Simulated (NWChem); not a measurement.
Correlation energy of ethylene (C2H4)

```
C
C 1 1.3406
H 1 1.1026 2 121.77
H 1 1.1026 3 116.47 2 180.00
H 2 1.1026 1 121.77 3 180.00
H 2 1.1026 5 116.47 1 180.00
```
Charge 0, spin multiplicity 1.

Everything below was run with NWChem. Structure: optimised with PBE/def2-SVP, a minimum by its harmonic frequencies.

Basis set: def2-SVP. Each correlation energy counts from its own Hartree-Fock reference.

The correlated methods keep 2 core orbitals frozen. Coupled-cluster values serve here as a point of comparison, not as the truth.

Problem. One of these methods gave a correlation energy of -313.9 mHa. Which?
A. SCS-MP2
B. CCSD+T(CCSD)
C. CR-CCSD(T)
D. CCSD

Solution. C, CR-CCSD(T). The others give -279.4 (SCS-MP2), -316.2 (CCSD+T(CCSD)), -305.7 (CCSD).
